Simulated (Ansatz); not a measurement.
C2H5N, SMILES CC[N], a rigid torsion scan

Run with Ansatz 0.2.0, Python API.

`torsion_c2h5n.py`:
```python
# -*- coding: utf-8 -*-
"""Rigid torsion scan of C2H5N."""

import ansatz
from ase import Atoms


def main():
    atoms = Atoms(["C", "C", "N", "H", "H", "H", "H", "H"], positions=[
        (0.7675, 0.0991, 0.0415),
        (-0.7317, -0.1562, 0.0028),
        (-1.3883, 0.8675, -0.7918),
        (1.2643, -0.6859, 0.6498),
        (1.1859, 0.0743, -0.9873),
        (0.9745, 1.0908, 0.4971),
        (-1.1415, -0.1375, 1.0346),
        (-0.9305, -1.1519, -0.4467),
    ])

    # start the scan from a relaxed geometry
    first = (
        ansatz.Crystal.molecule_from_ase(atoms).calculation()
        .basis(gaussian="def2-SVP")
        .functional("B3LYP")
        .spin("collinear", total=2)
        .relax(force_tolerance=0.02, max_steps=80)
    )
    atoms.positions = first.run(threads=1, pin="off").report["positions_ang"]

    start = atoms.get_dihedral(3, 0, 1, 2)
    energies = {}
    for turn in range(0, 360, 40):
        turned = atoms.copy()
        turned.set_dihedral(3, 0, 1, 2, start + turn, indices=[1, 2, 6, 7])
        model = (
            ansatz.Crystal.molecule_from_ase(turned).calculation()
            .basis(gaussian="def2-SVP")
            .functional("B3LYP")
            .spin("collinear", total=2)
        )
        energies[round((start + turn) % 360)] = model.run(threads=1, pin="off").report["free_energy_ev"]
    floor = min(energies.values())
    print("dihedral H3-C0-C1-N2 (deg)   E - E(min) (kcal/mol)")
    for angle, e in sorted(energies.items()):
        print(f"{angle:8d} {23.060548 * (e - floor):14.3f}  " + "#" * int(30 * (e - floor) / max(max(energies.values()) - floor, 1e-9)))


if __name__ == "__main__":
    main()
```

```console
$ python torsion_c2h5n.py
dihedral H3-C0-C1-N2 (deg)   E - E(min) (kcal/mol)
      20          2.083  #############################
      60          0.006
     100          2.094  ##############################
     140          2.089  #############################
     180          0.000
     220          2.089  #############################
     260          2.094  #############################
     300          0.006
     340          2.083  #############################
```

Notes:
- The scan is rigid and the energies are electronic, in a modest basis. With rigid groups the curve can differ much from the relaxed path, the start wasn't checked as a minimum of this torsion, and equivalent turns needn't return to the same energy.
- The species is open-shell (spin multiplicity 3).
- b3lyp holds the VWN-RPA fit, as in Gaussian; the form of ORCA and Turbomole is b3lyp5.
- Timing: 35 s on 1 thread of Intel(R) Xeon(R) Platinum 8259CL CPU @ 2.50GHz (Skylake/Cascade Lake) (shared host), peak memory 0.23 GiB.
